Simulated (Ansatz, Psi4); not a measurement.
## Exact exchange and the electronic atomisation energy of HOF

The species is HOF (3 atoms), meant as a singlet with charge 0. As SMILES, `OF`. Geometry: relaxed at PBE0-D4/def2-TZVP.

The electronic atomisation energy y, in eV, basis aug-cc-pVTZ; a is the functional's share of exact exchange. Programs: Ansatz 0.2.0, Psi4 1.11.

| functional | program | a | y (eV) |
| --- | --- | --- | --- |
| r2SCAN | Psi4 | 0 | 6.87 |
| revPBE | Psi4 | 0 | 7.01 |
| B3LYP | Psi4 | 0.2 | 6.81 |
| PBE0 | Psi4 | 0.25 | ? |
| r2SCAN0 | Ansatz | 0.25 | 6.26 |
| BHLYP | Psi4 | 0.5 | 5.84 |

Problem. Fit y = c + s·a to the known rows and predict PBE0.

Solution. 
1. Means of the 5 rows: a = 0.1900, y = 6.558.
2. Σ(Δa)² = 0.172, Σ(Δa·Δy) = -0.3831, so the slope is -0.3831/0.172 = -2.2273.
3. Intercept: 6.558 − (-2.2273) × 0.1900 = 6.981. The largest residual of the fit is 0.27.
4. PBE0: 6.981 + (-2.2273) × 0.25 = 6.42 eV.

The run gave 6.69 eV, so the prediction is off by -0.27 eV, within the largest residual.
